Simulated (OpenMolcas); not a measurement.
# SiS (SMILES [Si-]#[S+]), step by step

Aim: a single-point energy (UHF/STO-3G), then the energy (CASSCF(4,4)/STO-3G), then a single-point energy (CASPT2(4,4)/STO-3G), then the energy (SC-NEVPT2(4,4)/STO-3G), then the energy (MRCI(4,4)/STO-3G) of SiS. 

The calculation is run with OpenMolcas 26.06.

3 further runs of the same task are left out: 1 for a known fault of the program, 2 that didn't finish.

## Step 1: The system as given

The species is SiS (2 atoms), meant as a singlet with charge 0. SMILES: `[Si-]#[S+]`. The Si1–S2 distance was set to 4.823 Å, away from the relaxed value.

## Step 2: The energy at UHF/STO-3G (run 1)

Contents of step1.input:

```
&GATEWAY
 BASLIB
 $CurrDir
 COORD
 2
 angstrom
 Si       0.000000       0.000000      -2.893979
 S        0.000000       0.000000       1.929321
 BASIS
 STO-3G
 GROUP
 NoSym

&SEWARD

&SCF
 UHF
 SCRAMBLE
 0.25
 PRORBITALS
 1 1
```

The basis set STO-3G is read from a file made from the Basis Set Exchange's data (not shown).

Command:

```console
$ export MOLCAS_MEM=1860
$ pymolcas step1.input > step1.log
```

What it wrote:

```text
--- Start Module: gateway ---
[...]
--- Stop Module: gateway /rc=_RC_ALL_IS_WELL_ ---
--- Start Module: seward ---
[...]
      Basis functions           18
--- Stop Module: seward /rc=_RC_ALL_IS_WELL_ ---
--- Start Module: scf ---
[...]
       Convergence after  85 Iterations
[...]
::    Total SCF energy                               -678.5965421754
[...]
      Total spin, S                                     0.9999710667
[...]
      Total electronic charge=   30.000000
      Total            charge=   -0.000000
[...]
      Dipole Moment (debye):
      Origin of the operator (angstrom)=    0.0000    0.0000   -0.3216
                   X= -7.5573E-04               Y= -2.0775E-04               Z= -1.1670E-02           Total=  1.1696E-02
      Quadrupole Moment (debye*angstrom):
[...]
--- Stop Module: scf /rc=_RC_ALL_IS_WELL_ ---
[...]
```

Run time: 3.3 s. Hardware: 1 thread of Arm Neoverse V1, shared host; peak memory 0.37 GiB.

## Step 3: The energy at CASSCF(4,4)/STO-3G (run 2)

Contents of step2.inp:

```
&GATEWAY
BasLib=$CurrDir
Coord
2
angstrom
Si       0.000000       0.000000      -2.893979
S        0.000000       0.000000       1.929321
Basis=STO-3G
Group=NoSym
&SEWARD
&RASSCF
FileOrb=$CurrDir/step1.UnaOrb
Spin=1
Nactel=4 0 0
Inactive=13
Ras2=4
OrbListing=Nothing
```

The basis set STO-3G is read from a file made from the Basis Set Exchange's data (not shown).

Command:

```console
$ export MOLCAS_MEM=1860
$ pymolcas step2.inp > step2.log
```

What it wrote:

```text
--- Start Module: gateway ---
[...]
--- Stop Module: gateway /rc=_RC_ALL_IS_WELL_ ---
--- Start Module: seward ---
[...]
      Basis functions           18
--- Stop Module: seward /rc=_RC_ALL_IS_WELL_ ---
--- Start Module: rasscf ---
[...]
      Number of active orbitals                  4
[...]
      Spin quantum number                      0.0
[...]
      Active orbitals                            4
[...]
      Number of CSFs                            20
[...]
      Number of root(s) required                 1
[...]
      Convergence after  4 iterations
[...]
      printout of CI-coefficients larger than  0.05 for root  1
      energy=    -678.596544
      conf/sym  1111     Coeff  Weight
             1  2200   0.43744 0.19135
             6  2020  -0.43682 0.19081
            10  udud   0.43291 0.18741
            14  0202  -0.42923 0.18424
            15  uudd  -0.24993 0.06246
            20  0022   0.42864 0.18373
      Natural orbitals and occupation numbers for root  1
      sym 1:   1.014192   1.001047   0.998953   0.985808
      ************************************************************************************************************************
      *                                                    Final results                                                     *
[...]
::    RASSCF root number  1 Total energy:   -678.59654441
[...]
      Total electronic charge=   30.000000
      Total            charge=   -0.000000
[...]
      Dipole Moment (debye):
      Origin of the operator (angstrom)=    0.0000    0.0000   -0.3216
                   X= -7.6879E-04               Y= -1.9988E-04               Z= -1.2205E-02           Total=  1.2231E-02
      Quadrupole Moment (debye*angstrom):
[...]
--- Stop Module: rasscf /rc=_RC_ALL_IS_WELL_ ---
[...]
```

It took 1.6 s on 1 thread of Arm Neoverse V1, shared host; peak memory 0.37 GiB.

## Step 4: The energy at CASPT2(4,4)/STO-3G (run 3)

Contents of step3.input:

```
>>> EXPORT MOLCAS_PRINT=2

&GATEWAY
 BASLIB=$CurrDir
 COORD
 2
 angstrom
 Si       0.000000       0.000000      -2.893979
 S        0.000000       0.000000       1.929321
 BASIS=STO-3G
 GROUP=NoSym

&SEWARD

&RASSCF
 FILEORB=$CurrDir/step2.RasOrb
 SPIN=1
 NACTEL=4 0 0
 INACTIVE=13
 RAS2=4
 ORBLISTING=Nothing

&CASPT2
 IMAGINARY=0.1
 FROZEN=10
```

The basis set STO-3G is read from a file made from the Basis Set Exchange's data (not shown).

Command:

```console
$ export MOLCAS_MEM=1860
$ pymolcas step3.input > step3.log
```

What it wrote:

```text
--- Start Module: gateway ---

                                              &GATEWAY

                       available to each process: 1.9 GB of memory, 1 thread

 Basis Set     1 Label: SI.STO-3G
 Basis set is read from library:.
 basistype.tbl is not found

 Basis Set     2 Label: S.STO-3G
 Basis set is read from library:.
 basistype.tbl is not found

++    Symmetry information:
      ---------------------

                    Character Table for C1

                             E
                    a        1  x, y, xy, Rz, z, xz, Ry, yz, Rx, I
--

++    Basis set information:
      ----------------------

      Basis set label: SI.STO-3G.........

      Electronic valence basis set:
      ------------------
      Associated Effective Charge  14.000000 au
      Associated Actual Charge     14.000000 au
      Nuclear Model: Point charge

      Shell  nPrim  nBasis  Cartesian Spherical Contaminant
         s       9       3        X
         p       6       2        X

      Basis set label: S.STO-3G.........

[... 72 lines left out ...]
      Nuclear repulsion energy =   24.57564223
[... 77 lines left out ...]
      Convergence after  4 iterations
[... 10 lines left out ...]
      printout of CI-coefficients larger than  0.05 for root  1
[... 1 line left out ...]
      conf/sym  1111     Coeff  Weight
[... 11 lines left out ...]
      *                                                    Final results                                                     *
[... 6 lines left out ...]
      RASSCF energy for state  1                   -678.59654441
[... 12 lines left out ...]
::    RASSCF root number  1 Total energy:   -678.59654441
[... 29 lines left out ...]
      Dipole Moment (debye):
[... 13 lines left out ...]
      Spin density orbitals for root   1 are written to the SPDORB.1 file
[... 52 lines left out ...]
      Imaginary shift                            0.10
[... 3 lines left out ...]
--------------------------------------------------------------------------------
 Estimated memory requirements:
  POLY3 :                   250840
  RHS:                      252592
  SIGMA :                   250768
  PRPCTL:                        0
 Available workspace:    232490338

++ CASPT2 computation for group   1

********************************************************************************
 Multi-State initialization phase begins for group   1
--------------------------------------------------------------------------------
********************************************************************************
 Compute H0 matrices for state    1
--------------------------------------------------------------------------------
--------------------------------------------------------------------------------
 H0 matrices have been computed.

********************************************************************************
  CASPT2 EQUATION SOLUTION
--------------------------------------------------------------------------------
 Invalid disk address                    -8
 I/O error in DaFile_checkarg
 Unit =                    45

--- Stop Module: caspt2 /rc=-6 ---

.########################.
.# Non-zero return code #.
.########################.

    Timing: Wall=1.41 User=1.08 System=0.33
```

It took 1.7 s on 1 thread of Arm Neoverse V1, shared host; peak memory 0.37 GiB.

The program stopped with an error.

## Step 5: A single-point energy at SC-NEVPT2(4,4)/STO-3G (run 4)

Contents of step4.input:

```
&GATEWAY
  BasLib = $CurrDir
  Coord
  2
  angstrom
  Si       0.000000       0.000000      -2.893979
  S        0.000000       0.000000       1.929321
  Basis = STO-3G
  Group = NoSym

&SEWARD

&RASSCF
  FileOrb = $CurrDir/step2.RasOrb
  Spin = 1
  Nactel = 4 0 0
  Inactive = 13
  Ras2 = 4
  OrbListing = Nothing

&CASPT2
  SC-NEVPT2
  Frozen = 10
```

The basis set STO-3G is read from a file made from the Basis Set Exchange's data (not shown).

Command:

```console
$ export MOLCAS_MEM=1860
$ pymolcas step4.input > step4.log
```

What it wrote:

```text
--- Start Module: gateway ---
[...]
--- Stop Module: gateway /rc=_RC_ALL_IS_WELL_ ---
[...]
      Basis functions           18
[...]
--- Start Module: rasscf ---
[...]
      Number of active orbitals                  4
[...]
      Spin quantum number                      0.0
[...]
      Active orbitals                            4
[...]
      Number of CSFs                            20
[...]
      Number of root(s) required                 1
[...]
      Convergence after  4 iterations
[...]
      printout of CI-coefficients larger than  0.05 for root  1
      energy=    -678.596544
      conf/sym  1111     Coeff  Weight
             1  2200   0.43744 0.19135
             6  2020  -0.43682 0.19081
            10  udud   0.43291 0.18741
            14  0202  -0.42923 0.18424
            15  uudd  -0.24993 0.06246
            20  0022   0.42864 0.18373
      Natural orbitals and occupation numbers for root  1
      sym 1:   1.014192   1.001047   0.998953   0.985808
      ************************************************************************************************************************
      *                                                    Final results                                                     *
[...]
::    RASSCF root number  1 Total energy:   -678.59654441
[...]
      Total electronic charge=   30.000000
      Total            charge=   -0.000000
[...]
      Dipole Moment (debye):
      Origin of the operator (angstrom)=    0.0000    0.0000   -0.3216
                   X= -7.3903E-04               Y= -1.8187E-04               Z= -1.2031E-02           Total=  1.2055E-02
      Quadrupole Moment (debye*angstrom):
[...]
--- Stop Module: rasscf /rc=_RC_ALL_IS_WELL_ ---
--- Start Module: caspt2 ---
[...]
 ###    WARNING: User changed nr of frozen orbitals.                         ###
 ###############################################################################
[...]
      E2 (Variational):          -0.0073053851
[...]
      E2 (Variational):          -0.0073053851
      Total energy:            -678.6038497937
[...]
      Reference weight:           0.99475
[...]
::    SC-NEVPT2 Root  1     Total energy:   -678.60384979
[...]
--- Stop Module: caspt2 /rc=_RC_ALL_IS_WELL_ ---
[...]
```

Wall time 1.7 s (1 thread of Arm Neoverse V1, shared host); peak memory 0.37 GiB.

## Step 6: A single-point energy at MRCI(4,4)/STO-3G (run 5)

Contents of step5.input:

```
* SSi MRCI

&GATEWAY
  BASLIB=$CurrDir
  COORD
  2
  angstrom
  Si       0.000000       0.000000      -2.893979
  S        0.000000       0.000000       1.929321
  BASIS=STO-3G
  GROUP=NoSym

&SEWARD

&RASSCF
  FILEORB=$CurrDir/step2.RasOrb
  SPIN=1
  NACTEL=4 0 0
  INACTIVE=13
  RAS2=4
  ORBLISTING=Nothing

&MOTRA
  LUMORB
  FROZEN=10

&GUGA
  ELECTRONS=10
  SPIN=1
  INACTIVE=3
  ACTIVE=4
  CIALL=1

&MRCI
  SDCI
```

The basis set STO-3G is read from a file made from the Basis Set Exchange's data (not shown).

Command:

```console
$ export MOLCAS_MEM=1860
$ pymolcas step5.input > step5.log
```

What it wrote:

```text
--- Start Module: gateway ---
[...]
--- Stop Module: gateway /rc=_RC_ALL_IS_WELL_ ---
[...]
      Basis functions           18
[...]
      Number of active orbitals                  4
[...]
      Spin quantum number                      0.0
[...]
      Active orbitals                            4
[...]
      Number of CSFs                            20
[...]
      Number of root(s) required                 1
[...]
      Convergence after  4 iterations
[...]
      printout of CI-coefficients larger than  0.05 for root  1
      energy=    -678.596544
      conf/sym  1111     Coeff  Weight
             1  2200   0.43744 0.19135
             6  2020  -0.43682 0.19081
            10  udud   0.43291 0.18741
            14  0202  -0.42923 0.18424
            15  uudd  -0.24993 0.06246
            20  0022   0.42864 0.18373
      Natural orbitals and occupation numbers for root  1
      sym 1:   1.014192   1.001047   0.998953   0.985808
      ************************************************************************************************************************
      *                                                    Final results                                                     *
[...]
::    RASSCF root number  1 Total energy:   -678.59654441
[...]
      Dipole Moment (debye):
      Origin of the operator (angstrom)=    0.0000    0.0000   -0.3216
                   X= -7.3903E-04               Y= -1.8187E-04               Z= -1.2031E-02           Total=  1.2055E-02
      Quadrupole Moment (debye*angstrom):
[...]
      *** WARNING: Default frozen orbitals is overwritten by user input.
      *** Default values:   7
[...]
--- Start Module: guga ---
[...]
--- Stop Module: guga /rc=_RC_ALL_IS_WELL_ ---
--- Start Module: mrci ---
[...]
       (But an ACPF correction will be computed)
       USE THE DEFAULT ACPF G-VALUE GFAC=  0.20000000000000001
[...]
                      CI ENERGY:  -678.60997131
[...]
                ACPF CORRECTION:    -0.00019190
[...]
      Total electronic charge=   30.000000
      Total            charge=   -0.000000
[...]
     ACPF CORRECTION:     -0.00019190
[...]
  CI State   1     Total energy:   -678.60997131     QDav:     -0.00024073     QACPF:     -0.00019190
[...]
--- Stop Module: mrci /rc=_RC_ALL_IS_WELL_ ---
[...]
```

Run time: 2 s. Hardware: 1 thread of Arm Neoverse V1, shared host; peak memory 0.37 GiB.

## Step 7: Results

```
                                                    quantity                value
                             run 1, UHF/STO-3G: total energy        -678.59654 Eh
                            run 1, UHF/STO-3G: dipole moment               0.01 D
                              run 1, UHF/STO-3G: HOMO energy             -3.76 eV
                              run 1, UHF/STO-3G: LUMO energy              7.01 eV
                            run 1, UHF/STO-3G: HOMO–LUMO gap             10.76 eV
                                     run 1, UHF/STO-3G: ⟨S²⟩                2.000
                     run 2, CASSCF(4,4)/STO-3G: total energy        -678.59654 Eh
   run 2, CASSCF(4,4)/STO-3G: dipole moment (CASSCF density)               0.01 D
                  run 4, SC-NEVPT2(4,4)/STO-3G: total energy        -678.60385 Eh
run 4, SC-NEVPT2(4,4)/STO-3G: dipole moment (CASSCF density)               0.01 D
                       run 5, MRCI(4,4)/STO-3G: total energy        -678.60997 Eh
     run 5, MRCI(4,4)/STO-3G: dipole moment (CASSCF density)               0.01 D
                                   run 3, CASPT2(4,4)/STO-3G  no result (crashed)
```

In words: ⟨S²⟩ (run 1, UHF/STO-3G) is 2.00 where a pure singlet has 0.00: the reference is spin-contaminated. 1 of the 5 runs did not end normally.
